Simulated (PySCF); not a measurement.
B3LYP has the VWN-RPA correlation part, as in Gaussian. 

```xyz
8

C     -0.7601     0.0658     0.0236
C      0.7601    -0.0658    -0.0236
H     -1.0632     0.9922     0.5154
H     -1.1894     0.0699    -0.9803
H     -1.2133    -0.7622     0.5723
H      1.1894    -0.0699     0.9803
H      1.2133     0.7622    -0.5723
H      1.0632    -0.9922    -0.5154
```

Charge 0, multiplicity 1.

Question: Give the Mulliken and meta-Löwdin atomic charges from B3LYP-D3(BJ)/def2-TZVP (PySCF).

Answer: 
```json
[
 {"atom": "C1", "Mulliken (e)": "-0.31", "meta-Löwdin (e)": "-0.32"},
 {"atom": "C2", "Mulliken (e)": "-0.31", "meta-Löwdin (e)": "-0.32"},
 {"atom": "H3", "Mulliken (e)": "0.10", "meta-Löwdin (e)": "0.11"},
 {"atom": "H4", "Mulliken (e)": "0.10", "meta-Löwdin (e)": "0.11"},
 {"atom": "H5", "Mulliken (e)": "0.10", "meta-Löwdin (e)": "0.11"},
 {"atom": "H6", "Mulliken (e)": "0.10", "meta-Löwdin (e)": "0.11"},
 {"atom": "H7", "Mulliken (e)": "0.10", "meta-Löwdin (e)": "0.11"},
 {"atom": "H8", "Mulliken (e)": "0.10", "meta-Löwdin (e)": "0.11"}
]
```
